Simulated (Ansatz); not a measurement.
## Worked example: the barrier

An elementary step of CH4ClS (charge -1), closed shell ([CH₃Cl ([CH3][Cl]) + HS]⁻ → [CH₄S ([CH3][SH]) + Cl]⁻; bonds formed: C2–S3; bonds broken: Cl1–C2). “Start” is the structure reached by relaxing down from the saddle towards the reactants; PBE0-D4/def2-TZVPD structures. The saddle:

```json
{"atom": "Cl1", "x (Å)": "-1.3472", "y (Å)": "0.9624", "z (Å)": "2.0819"}
{"atom": "C2", "x (Å)": "-0.3265", "y (Å)": "0.0427", "z (Å)": "0.3707"}
{"atom": "S3", "x (Å)": "0.8471", "y (Å)": "-1.0235", "z (Å)": "-1.6009"}
{"atom": "H4", "x (Å)": "-0.5957", "y (Å)": "0.8177", "z (Å)": "-0.3202"}
{"atom": "H5", "x (Å)": "-0.9076", "y (Å)": "-0.8599", "z (Å)": "0.3924"}
{"atom": "H6", "x (Å)": "0.6418", "y (Å)": "0.0475", "z (Å)": "0.8323"}
{"atom": "H7", "x (Å)": "1.6881", "y (Å)": "0.0131", "z (Å)": "-1.7563"}
```

Ansatz 0.2.0; basis: def2-TZVPPD and def2-QZVPPD; cores frozen in the correlated methods.

Energies in eV:

| quantity | saddle | start |
| --- | --- | --- |
| Hartree–Fock, triple zeta (X = 3) | -24415.99599 | -24416.55844 |
| Hartree–Fock, quadruple zeta (X = 4) | -24416.66562 | -24417.23302 |
| MP2 correlation, X = 3 | -15.83164 | -15.68274 |
| MP2 correlation, X = 4 | -17.07930 | -16.93220 |
| CCSD(T) correlation, X = 3 | -17.93190 | -17.73432 |

(1) Work out the barrier at the basis limit: extrapolate Hartree–Fock as E(X) = E∞ + A exp(−7.88 √X) and the MP2 correlation as E(X) = E∞ + B X^−2.97 (the exponents that Neese and Valeev fitted for def2-TZVPP and QZVPP, reused here for the diffuse sets), then add CCSD(T) − MP2 in triple zeta.

The T1 diagnostic stays at or below 0.018.

Answers

(1) Each step is linear, so take the differences first (saddle − start): Hartree–Fock 0.56245 (X = 3) and 0.56740 (X = 4); MP2 correlation -0.14890 and -0.14710; CCSD(T) correlation -0.19758.
Two points give E∞ = E(4) + w [E(4) − E(3)], with w = 1/(exp(7.88 (2 − √3)) − 1) = 0.1377 for Hartree–Fock and w = 1/((4/3)^2.97 − 1) = 0.7407 for the correlation.
Hartree–Fock: 0.56740 + 0.1377 × 0.00495 = 0.5681 eV.
MP2 correlation: -0.14710 + 0.7407 × 0.00180 = -0.1458 eV.
CCSD(T) − MP2: -0.19758 − (-0.14890) = -0.0487 eV.
Sum: 0.5681 + (-0.1458) + (-0.0487) = 0.3736 eV, or 8.62 kcal/mol. Plain CCSD(T) in triple zeta gives 0.3649 eV, so the larger basis shifts the result by 0.0087 eV.

Labels in which every atom is bracketed show which atoms are joined, not bond orders.

For scale, one of the runs: CCSD(T)/def2-TZVPPD, 207 basis functions, launched by `ansatz run in.yaml --threads 2 --pin off --events-out ev --progress --plain --max-ram 4352MiB`. The run took 63 s on 2 CPU threads of an Intel Xeon Platinum 8259CL (shared host), with 2.6 GiB of host memory at its peak.
